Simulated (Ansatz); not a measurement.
Geometry optimisation, RKS B3LYP-D4/def2-SVP (Ansatz).

The input (input.yaml):

```yaml
crystal:
  periodic: [false, false, false]
  atoms:
    - { symbol: Si, position_ang: [-1.054695, -0.507303, -0.611788] }
    - { symbol: "N", position_ang: [1.114967, 0.931326, 1.103001] }
    - { symbol: "N", position_ang: [0.175098, -1.519968, -0.833613] }
    - { symbol: H, position_ang: [1.147266, 0.057529, 0.574511] }
    - { symbol: H, position_ang: [-1.508229, 0.650946, -1.443879] }
    - { symbol: H, position_ang: [-1.923448, -0.717657, 0.561446] }
    - { symbol: H, position_ang: [0.864934, 1.693024, 0.473491] }
    - { symbol: H, position_ang: [0.397219, 0.846191, 1.821616] }
    - { symbol: H, position_ang: [0.786888, -1.434289, -1.644785] }
basis:
  gaussian: { orbitals: def2-SVP }
hamiltonian:
  xc: b3lyp
  dispersion: d4
relax:
  f_tol: 0.03
  max_steps: 50
```

Launched with:

```bash
$ ansatz run input.yaml --threads 2 --pin off --max-ram 3072MiB --backend cpu --events-out ev --progress --plain --runs-dir out
```

**Question.** Where does it end, and by what steps?

**Answer.** The forces met the threshold. After 9 steps the energy has fallen by 0.059 eV; H5 moved furthest, 0.36 Å.

```tsv
step	energy less start (eV)	largest force component (eV/Å)	accepted
0	0.0000	0.129	yes
1	-0.0206	0.541	yes
2	-0.0372	0.309	yes
3	-0.0497	0.221	yes
4	-0.0532	0.201	yes
5	-0.0554	0.151	yes
6	-0.0518	0.268	no
7	-0.0575	0.057	yes
8	-0.0583	0.034	yes
9	-0.0586	0.025	yes
```

```xyz
9
Properties=species:S:1:pos:R:3
Si -0.897 -0.492 -0.559
N 0.957 1.031 1.131
N 0.065 -1.698 -1.011
H 1.343 0.166 0.762
H -1.240 0.787 -1.253
H -1.730 -0.692 0.648
H 0.707 1.679 0.391
H 0.178 0.852 1.757
H 0.617 -1.633 -1.866
```

Time of the run: 6.3 s on 2 threads of Intel(R) Xeon(R) 6975P-C (Granite Rapids), on a shared host, peak memory 0.16 GiB.
